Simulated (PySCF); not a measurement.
## Name the molecule from its bond curve

A diatomic of charge 0 contains Cl. Its singlet curve at PBE0 in a double-zeta basis (no relativity, PySCF), in eV from the separated fragments:

```csv
R (Å),E (eV)
1.872,-4.281
1.959,-4.743
2.046,-4.990
2.112,-5.075
2.177,-5.096
2.242,-5.069
2.329,-4.977
2.438,-4.802
2.569,-4.538
2.743,-4.146
```

The fit gives ωe = 455 cm⁻¹ and the rotational constant Bₑ = 0.2351 cm⁻¹.

Problem. Which atom is the partner?

Solution. The minimum lies at 2.170 Å, so the reduced mass is 16.8576 u Å² cm⁻¹/(Bₑ·Re²) = 15.23 u. With Cl at 34.97 u the partner weighs about 27.0 u: Al. The molecule is AlCl.
